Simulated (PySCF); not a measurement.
Compound: C3H2F2O.
Cartesian coordinates in Å at the PBE0-D3(BJ)/def2-SVP level; atoms count from 1:
```
atom  x, y, z in Å
O1    -1.3915   -0.8742   -1.1678
C2    -1.2029    0.0793   -0.4592
C3     0.0540    0.3634    0.2577
F4     0.0358    1.4759    0.9960
C5     1.1796   -0.3673    0.2401
F6     1.2950   -1.4730   -0.4538
H7    -1.9852    0.8578   -0.2707
H8     2.0712   -0.0808    0.8065
```

Computed, not measured: MP2 and CCSD/aug-cc-pVDZ in PySCF, restricted Hartree–Fock reference, 6 core orbitals frozen, non-relativistic, gas phase, PBE0-D3(BJ)/def2-SVP geometry.

E(HF) = -388.49743 Eh.

Task: How large is the problem?

Result: 156 basis functions and 46 electrons; 6 orbitals frozen, which leaves o = 17 correlated occupied and v = 133 virtual orbitals. That is o·v = 2261 singles and o·v(o·v + 1)/2 = 2557191 distinct closed-shell doubles amplitudes before symmetry; the costliest CCSD step grows as o²v⁴ = 9.0 × 10^10.

Task: What are the MP2 and CCSD correlation energies?

Result: MP2 -0.9886 Eh and CCSD -1.0120 Eh, which gives totals of -389.48608 and -389.50945 Eh. That is 0.810 eV for each correlated electron at CCSD (2657 kJ/mol in all, 0.260 % of the total energy); MP2 gives 97.7 % of the CCSD value.

Task: What is the T1 diagnostic?

Result: 0.0157, below the customary warning level of 0.02. It is the norm of the spatial-orbital singles amplitudes over the root of the number of correlated electrons, so the norm is 0.092.

Task: How does correlation change the dipole moment?

Result: HF gives 2.73 D and CCSD (unrelaxed density) 2.23 D, a change of -0.50 D.

No triples correction and no basis-set extrapolation were made.

One conformer stands for the species.
